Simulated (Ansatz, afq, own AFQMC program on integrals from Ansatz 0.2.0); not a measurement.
AFQMC on a folder of integrals that Ansatz 0.2.0 wrote.

```yaml
crystal:
  periodic: [false, false, false]
  atoms:
    - {symbol: B, position_ang: [0.000000, -0.512617, 1.615189]}
    - {symbol: O, position_ang: [0.000000, 0.351248, -1.137439]}
    - {symbol: H, position_ang: [0.000000, 0.284784, 2.512836]}
    - {symbol: H, position_ang: [0.000000, -0.362021, -1.782101]}
basis:
  gaussian: {orbitals: cc-pVDZ}
magnetization: {spin_polarized: false, initial_magnetization: 1}
correlation: {method: ccsd_t, electrons: outside_noble_gas, hamiltonian_folder: ham}
```

```sh
$ ansatz run in.yaml --threads 1 --pin off --events-out ev --progress --plain --max-ram 1382MiB
```

afq runs on the folder ham with

```
--method phaseless --trial cisd --walkers 60 --populations 1 --least-time 40 --time-step 0.005 --steps-per-block 50 --equilibration-blocks 40 --max-blocks 300 --target-error 0.0008 --factor-cut 1e-05 --start spin_pure --seed 1177 --release-times 0.24,0.51,0.99,1.62,2.4 --release-step 0.03 --release-every 4 --taylor-order 6
```

Times are imaginary, in 1/Eh. The walk had a cap of 1172 s.

Output of the walk:

```
orbitals 36  electrons 6 5  factors 250 of 350
reference energy -100.51678086 Eh
CCSD correlation -0.25697206 Eh in 19 cycles, weight of the determinant in the CISD state 0.8697
energy of the start -100.773752 Eh
 block  time / (1/Eh)  mean weight  energy / Eh
     1     0.250  0.9956  -100.772528
     2     0.500  0.9987  -100.772644
     3     0.750  1.0024  -100.775644
     4     1.000  1.0017  -100.776125
     5     1.250  1.0026  -100.778763
     7     1.750  0.9974  -100.773416
     9     2.250  0.9997  -100.774744
    11     2.750  1.0013  -100.774356
    21     5.250  1.0010  -100.781982
    31     7.750  1.0032  -100.778051
    41    10.250  0.9966  -100.782932
    51    12.750  0.9984  -100.777204
    61    15.250  0.9987  -100.780397
    71    17.750  1.0004  -100.780792
    76    19.000  1.0005  -100.767100
    81    20.250  0.9972  -100.776889
    91    22.750  1.0004  -100.774808
   101    25.250  1.0009  -100.768588
   111    27.750  0.9997  -100.774276
   121    30.250  1.0007  -100.772249
   131    32.750  0.9987  -100.800826
   141    35.250  0.9995  -100.771210
   151    37.750  0.9981  -100.798278
   161    40.250  1.0023  -100.785115
   171    42.750  0.9965  -100.783897
   181    45.250  0.9987  -100.779995
   191    47.750  0.9962  -100.781275
   196    49.000  0.9999  -100.776574
blocks merged  error / Eh  count
     1  0.000458  160
     2  0.000548  80
     4  0.000621  40
     8  0.000736  20
    16  0.000760  10
released: time / (1/Eh)  energy / Eh  error  mean overlap
  0.24  -100.778069  0.000717  1.0095
  0.51  -100.778840  0.000598  1.0047
  0.99  -100.778714  0.000858  1.0121
  1.62  -100.778070  0.000778  0.9950
  2.40  -100.778334  0.001145  1.0078
energy -100.778675 +/- 0.000736 Eh
(rows thinned)
```

The run passed its tests (sampling time, drift between the halves within three errors, error under three times the target), which doesn't prove that it has relaxed. The second half of the sampling lies below the first by 2.9 errors of their difference, so the energy may still be moving and its error bar be too small.

Against this walk (error 20.0 meV) on the same determinant: CCSD(T) 35.3 meV higher (within the noise), CCSDT(Q) 1.5 meV lower (within the noise). The error is statistical and leaves out the bias of the constraint. Released to 2.40 1/Eh the energy moves by 9 ± 37 meV (both errors), within twice the noise.

Cautions: constraint bias not in the error; higher spins were not checked; a spin-contaminated unrestricted determinant lies lower (UHF 314 meV lower, ⟨S²⟩ 1.19).

The walk took 4 min on 1 thread of Arm Neoverse V1, on a shared host. The log's last line is the phaseless energy.

CCSDT and higher add their correlation energy to the determinant of the CCSD(T) run, since their own runs factorise the integrals more tightly (a shift of under 2 meV). A walk keeps the symmetry of its determinant, which the program's search chose and which needn't be the lowest solution, so a lower state of the same spin and another symmetry isn't excluded.
